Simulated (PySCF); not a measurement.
**Molecular orbitals of LiF**

M06 at R = 1.529 Å; PySCF, no relativity, basis sets Li 3-21G, F 3-21G. State: ¹Σ⁺ (singlet), closed shell. Only the outer orbitals are listed, counted within each symmetry.

```csv
orbital,occ.,ε (eV),on Li (%),main shells (%)
2σ,2,-54.15,100,100 Li s
3σ,2,-27.07,3,97 F s
4σ,2,-7.30,6,92 F p
1π,2,-6.96,9,"91 F p, 9 Li p"
1π,2,-6.96,9,"91 F p, 9 Li p"
5σ,0,-1.99,100,"68 Li s, 32 Li p"
2π,0,-0.06,97,97 Li p
2π,0,-0.06,97,97 Li p
```

Q: Which are the highest filled and the lowest empty level, where do they sit, and how wide is the gap?

A: Highest filled 1π at -6.96 eV (in %: 91 F p, 9 Li p); lowest empty 5σ at -1.99 eV (in %: 68 Li s, 32 Li p); the gap at M06 is 4.97 eV.

The bond order (Mayer) is 0.98. The ⟨S²⟩ is 0.000 and the charge on Li (Mulliken, basis-dependent) is 0.47. The charge on Li (Löwdin, basis-dependent) is 0.32. The dipole moment (positive dipole means Li(−)F(+)) is -5.16 D.

3-21G is very small, so such numbers show the basis as much as the molecule.
